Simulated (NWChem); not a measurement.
All runs are NWChem calculations. System: sulfur dioxide (O₂S), charge 0, spin multiplicity 1, at a geometry optimised with PBE0/def2-SVP. Level: evGW@PBE0/def2-TZVP, RI basis def2-tzvp-rifit, 6 cycles.

Part of the output:

```
             Northwest Computational Chemistry Package (NWChem) 7.3.0
             --------------------------------------------------------

                                NWChem Input Module
                                -------------------

 Scaling coordinates for geometry "geometry" by  1.889725989
 (inverse scale =  0.529177249)

 Turning off AUTOSYM since
 SYMMETRY directive was detected!

                             Geometry "geometry" -> ""
                             -------------------------

 Output coordinates in angstroms (scale by  1.889725989 to convert to a.u.)

  No.       Tag          Charge          X              Y              Z
 ---- ---------------- ---------- -------------- -------------- --------------
    1 O                    8.0000     1.25038100     0.00000000    -0.37134100
    2 S                   16.0000     0.00000000     0.00000000     0.37134100
    3 O                    8.0000    -1.25038100     0.00000000    -0.37134100

 Effective nuclear repulsion energy (a.u.)     106.6928283177

            Nuclear Dipole moment (a.u.)
            ----------------------------
        X                 Y               Z
 ---------------- ---------------- ----------------
     0.0000000000     0.0000000000     0.0000000000

      Symmetry information
      --------------------

 Group name             C2v
 Group number             16
 Group order               4
 No. of unique centers     2

      Symmetry unique atoms

     1    2


 Summary of "ao basis" -> "" (spherical)
 ------------------------------------------------------------------------------
       Tag                 Description            Shells   Functions and Types
 ---------------- ------------------------------  ------  ---------------------
 *                         def2-tzvp                  on all atoms

 new library libraries.bse/

 Summary of "ri basis" -> "" (spherical)
 ------------------------------------------------------------------------------
       Tag                 Description            Shells   Functions and Types
 ---------------- ------------------------------  ------  ---------------------
 *                      def2-tzvp-rifit               on all atoms

                                 NWChem DFT Module
                                 -----------------

 Summary of "ao basis" -> "ao basis" (spherical)
 ------------------------------------------------------------------------------
       Tag                 Description            Shells   Functions and Types
[...]
@GW         7       -175.662           0.000
@GW         8        -34.954           0.000
@GW         9        -32.235           0.000
@GW        10        -20.998           0.000
@GW        11        -16.896           0.000
@GW        12        -16.587           0.000
@GW        13        -16.770           0.000
@GW        14        -13.363           0.000
@GW        15        -13.152           0.000
@GW        16        -12.380           0.000
@GW        17         -0.489           0.000
@GW        18          4.136           0.000
@GW        19          4.449           0.000
@GW        20          8.928           0.000
@GW        21          8.941           0.000
@GW        22         10.594           0.000
@GW        23         11.797           0.000
@GW        24         12.363           0.000
@GW        25         13.164           0.000
@GW        26         13.822           0.000
@GW        27         13.831           0.000
@GW        28         14.289           0.000
@GW        29         15.439           0.000
@GW        30         16.185           0.000
@GW        31         17.000           0.000
@GW        32         18.069           0.000
@GW        33         20.334           0.000
@GW        34         22.017           0.000
@GW        35         26.224           0.000
@GW        36         26.056           0.000
@GW        37         38.311           0.000
@GW        38         39.065           0.000
@GW        39         40.285           0.000
@GW        40         40.578           0.000
@GW        41         43.415           0.000
@GW        42         44.143           0.000
@GW        43         43.469           0.000
@GW        44         44.576           0.000
@GW        45         45.920           0.000
@GW        46         48.207           0.000
@GW        47         47.480           0.000
@GW        48         49.259           0.000
@GW        49         51.280           0.000
@GW        50         52.878           0.000
@GW        51         53.101           0.000
@GW        52         54.500           0.000
@GW        53         56.056           0.000
@GW        54         60.585           0.000
@GW        55         63.136           0.000
@GW        56         63.691           0.000
@GW        57         65.422           0.000
@GW        58         66.684           0.000
@GW        59         65.508           0.000
@GW        60         69.431           0.000
@GW        61         70.229           0.000
@GW        62         80.100           0.000
@GW        63         81.399           0.000
@GW        64         81.429           0.000
@GW        65         81.174           0.000
@GW        66         82.029           0.000
@GW        67         86.395           0.000
@GW        68         98.431           0.000
@GW        69        114.966           0.000
@GW        70        146.961           0.000
@GW        71        147.236           0.000
@GW        72        147.250           0.000
@GW        73        147.622           0.000
@GW        74        147.319           0.000
@GW        75        150.078           0.000
@GW        76        150.658           0.000
@GW        77        150.790           0.000
@GW        78        152.494           0.000
@GW        79        155.492           0.000
@GW        80        155.886           0.000
@GW        81        159.327           0.000
@GW        82        161.271           0.000
@GW        83        162.091           0.000
@GW        84        174.651           0.000
@GW        85        176.696           0.000
@GW        86        177.137           0.000
@GW        87        177.220           0.000
@GW        88        187.102           0.000
@GW        89        187.317           0.000
@GW        90        188.369           0.000
@GW        91        190.083           0.000
@GW        92        193.323           0.000
@GW        93        195.618           0.000
@GW        94        250.486           0.000
@GW        95        258.772           0.000
@GW        96        275.315           0.000
@GW        97        586.298           0.000
@GW        98       1199.912           0.000
@GW        99       1204.267           0.000

     GW Timing Statistics
   ------------------------
   Init.   :          0.1s
     ERIs  :          1.0s
     Distr.:          0.0s
     Vxc   :          1.0s
   Sigma_x :          0.0s
   RPA     :          3.8s
   Wmn     :          2.6s
   Sigma_c :          2.2s
   GW total:         10.7s

 Task  times  cpu:       10.7s     wall:       10.7s

 Total times  cpu:       17.6s     wall:       17.6s
```

**Question.** Write an NWChem input that would produce this output.

**Answer.** Several could match; the one computed here: 
```
start mol
memory heap 200 mb stack 700 mb global 1700 mb
geometry units angstroms nocenter noautoz
  O      1.250381     0.000000    -0.371341
  S      0.000000     0.000000     0.371341
  O     -1.250381     0.000000    -0.371341
  symmetry group C2v
end
basis spherical
  * library def2-tzvp
end
basis "ri basis" bse spherical
  * library def2-tzvp-rifit
end
dft
  xc pbe0
  iterations 100
  direct
  tolerances tight
end
task dft energy
gw
  evgw 6
  states alpha occ -1 vir -1
end
task dft gw
```
